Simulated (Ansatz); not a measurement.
What does this script print? It uses Ansatz's Python interface.

Script `c4h8os_conformers.py`:
```python
import ansatz as az
from rdkit import Chem
from rdkit.Chem import AllChem

rd = Chem.AddHs(Chem.MolFromSmiles("CCC(=S)OC"))
ids = list(AllChem.EmbedMultipleConfs(rd, numConfs=20, randomSeed=742, pruneRmsThresh=0.4))
field = [energy for _, energy in AllChem.MMFFOptimizeMoleculeConfs(rd)]
distinct = {round(e, 2): i for i, e in zip(ids, field)}
chosen = sorted(distinct.items())[:4]
found = []
for force_field, index in chosen:
    system = az.Crystal.molecule()
    for atom, xyz in zip(rd.GetAtoms(), rd.GetConformer(index).GetPositions()):
        system = system.atom(atom.GetSymbol(), xyz.round(5).tolist())
    base = (
        system.calculation()
        .basis(gaussian="cc-pVDZ")
        .functional("r2scan")
    )
    found.append(base.run(threads=1, pin="off").report["free_energy_ev"])
print("conformer   MMFF (kcal/mol)   this level (kJ/mol)")
for (force_field, index), e in zip(chosen, found):
    print(f"{index:9d} {force_field - chosen[0][0]:17.2f} {96.485332 * (e - min(found)):17.3f}")
```

```console
$ python c4h8os_conformers.py
conformer   MMFF (kcal/mol)   this level (kJ/mol)
        7              0.00            35.660
        3              0.82             0.000
```

The settings weren't tested for convergence. The conformers keep their force-field geometries. Timing: 13 s on 1 thread of Intel(R) Xeon(R) Platinum 8488C (Sapphire Rapids), with other jobs on the host, peak memory 0.33 GiB.

(Lines on the test bed's own set-up are left out of the output.)
